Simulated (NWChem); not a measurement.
Total energies of ethane (C$_{2}$H$_{6}$)

```
C
H 1 1.1024
H 1 1.1024 2 107.31
H 1 1.1024 2 107.31 3 115.06
C 1 1.5277 2 111.55 3 -122.47
H 5 1.1024 1 111.55 2 -60.00
H 5 1.1024 6 107.31 1 122.47
H 5 1.1024 6 107.31 7 115.06
```
Charge 0, spin multiplicity 1.

Program: NWChem. The geometry was optimised at B3LYP/def2-SVP, a minimum by its harmonic frequencies.

Basis set: cc-pVTZ (144 functions).

| method | total energy (Ha) | relative cost |
|---|---|---|
| RHF | -79.25872 | 1 |
| MP2 | -79.62915 | under 3 |
| B2PLYP | -79.77112 | 4 |
| PBE | -79.73084 | under 3 |
| B3LYP | -79.86388 | under 3 |
| r2SCAN | -79.79842 | under 3 |

Total energies of different functionals aren't comparable as a measure of quality: only differences taken within one method are. The cost column gives rough processor time relative to RHF; each entry includes its own SCF.

The correlated methods keep 2 core orbitals frozen. B3LYP has NWChem's definition, with VWN1-RPA local correlation.
